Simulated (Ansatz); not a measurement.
## C₅H₉N, SMILES C#CCC(C)N: a comparison of dispersion corrections, step by step

With Ansatz 0.2.0 through its Python package.

Input file `c5h9n.xyz`:
```text
15

C     2.73340    1.07030    0.33280
C     1.83660    0.27610    0.24740
C     0.74190   -0.70340    0.14450
C    -0.52360   -0.10560   -0.50360
C    -1.18500    0.94640    0.38910
N    -1.51680   -1.15270   -0.78730
H     3.52930    1.77530    0.40860
H     1.09470   -1.55090   -0.45710
H     0.50670   -1.10090    1.13960
H    -0.25760    0.36780   -1.45670
H    -1.46240    0.52970    1.36400
H    -0.51570    1.79520    0.56330
H    -2.09380    1.34130   -0.07940
H    -1.10150   -1.86820   -1.38310
H    -1.78610   -1.62030    0.07770
```

Notebook, run cell by cell (the value of a cell's last expression is shown):

In [1]:
```python
import ansatz as az

mol = az.Crystal.molecule_from_extxyz("c5h9n.xyz")
```

In [2]:
```python
model = mol.calculation().basis(gaussian="def2-SVP")
for name in ["pbe", "blyp"]:
    for correction in ("d3bj", "d4"):
        r = model.functional(name, dispersion=correction).run(threads=1).report
        print(f"{name:8s} {correction:5s} total {r['free_energy_ev']:.5f} eV, of which dispersion {1000 * r['dispersion']['energy']['ev']:.2f} meV")
```
```text
pbe      d3bj  total -6805.98820 eV, of which dispersion -323.34 meV
pbe      d4    total -6805.96144 eV, of which dispersion -296.58 meV
blyp     d3bj  total -6811.89913 eV, of which dispersion -660.32 meV
blyp     d4    total -6811.89553 eV, of which dispersion -656.73 meV
```

Reading the output:
- The settings weren't tested for convergence.
- The geometry is a force-field or estimated start, not a minimum of this method, and the basis set is short of its limit. D4 holds the three-body term, and d3bj doesn't.
- It ran for 11 s on 1 thread of Intel(R) Xeon(R) Platinum 8488C (Sapphire Rapids), with other jobs on the host, peak memory 0.23 GiB.
